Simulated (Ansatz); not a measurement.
System: solid bromine. Method: PBE0-D4 (PAW; Ansatz, a first-principles code).

Problem. Estimate the lattice energy and volume per molecule that the calculation returns.

Solution. 
* **lattice energy**: 51 kJ/mol
* **volume per molecule**: 63.22 Å³

Computed values are for the static lattice.

It cost about 2.7 core-minutes (a rough figure) of CPU time.
